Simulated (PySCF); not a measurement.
H₆OSi₂.
Z-matrix (Å and degrees, PBE0-D3(BJ)/def2-TZVP geometry), rows numbered from 1:
```
Si
O   1  1.6337
Si  2  1.6342  1  146.56
H   1  1.4873  2  110.17  3   -13.34
H   1  1.4847  2  109.62  3   106.85
H   1  1.4835  2  108.87  3  -133.45
H   3  1.4837  2  108.98  1  -127.77
H   3  1.4873  2  110.17  1    -7.58
H   3  1.4845  2  109.45  1   112.62
```

Hirshfeld charges (e) from the PBE0/pcSseg-2 density (PySCF), one withheld:

| atom | bonded to | charge |
| --- | --- | --- |
| Si1 | O2 H4 H5 H6 | +0.3938 |
| O2 | Si1 Si3 | ? |
| Si3 | O2 H7 H8 H9 | +0.3941 |
| H4 | Si1 | -0.0805 |
| H5 | Si1 | -0.0792 |
| H6 | Si1 | -0.0775 |
| H7 | Si3 | -0.0778 |
| H8 | Si3 | -0.0803 |
| H9 | Si3 | -0.0788 |

**Question.** What is the charge on O2?

**Answer.** The charges add up to the total charge, 0. The others sum to +0.3138, which leaves -0.3138 e for O2 (siloxane oxygen).

**Question.** Add each hydrogen's charge to the atom that carries it.

**Answer.** Si1 +0.1566, Si3 +0.1572. Atoms without hydrogen keep their charges.

**Question.** Across which bond do the charges differ most?

**Answer.** Si3–O2: +0.3941 on Si3 against -0.3138 on O2, a difference of 0.7079 e (Si1–O2 within 0.003 e of it). The lower charge is on the more electronegative element of the two (Pauling values: O 3.44, Si 1.90).

**Question.** Take the bonds between elements whose Pauling electronegativities differ by more than 0.25. In how many does the more electronegative atom carry the lower charge?

**Answer.** In 8 of 8.

**Question.** How much positive and how much negative charge does this set hold in all?

**Answer.** +0.7879 e on 2 atoms and -0.7879 e on 7.

The Hirshfeld scheme divides the density at each point in proportion to the densities of the neutral, spherically averaged free atoms. Isolated species at its PBE0-D3(BJ)/def2-TZVP geometry, gas phase.
